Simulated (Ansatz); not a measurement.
Two isomers of C4H6O: A = `C1=CCOC1`, B = `C=CC(=C)O`.

Gas-phase electronic energies from Ansatz, PBE0-D4/def2-TZVP geometries. CBS: MP2 limit from def2 TZ/QZ plus the TZ coupled-cluster correction, frozen cores. DFT in def2-TZVPP. B3LYP here is the variant with VWN-RPA as its local correlation; programs differ in this. Each species was taken in one conformer, which may not be the lowest.

(1) Which is lower in electronic energy at CCSD(T)/CBS, and by how much? (Best estimate.)

(2) Give E(B) − E(A) in kJ/mol with HF/def2-TZVPP, B3LYP, CCSD(T)/def2-TZVPP, ωB97M-V, MP2/def2-TZVPP, B3LYP-D4, PBE0-D4. (An estimate is asked.)

Largest T1 diagnostic: 0.012.

## Answers

(1) The calculation gave: B, by 2.9 kJ/mol.

(2) The calculation gave: HF/def2-TZVPP -0.1, B3LYP -13.9, CCSD(T)/def2-TZVPP -1.5, ωB97M-V 2.3, MP2/def2-TZVPP 0.6, B3LYP-D4 -12.6, PBE0-D4 7.1. The order is the other way round with ωB97M-V, MP2/def2-TZVPP, PBE0-D4.

From PBE to PBE0 (25 % exact exchange), in def2-TZVPP and without D4, E(B) − E(A) moves by +12.6 kJ/mol.
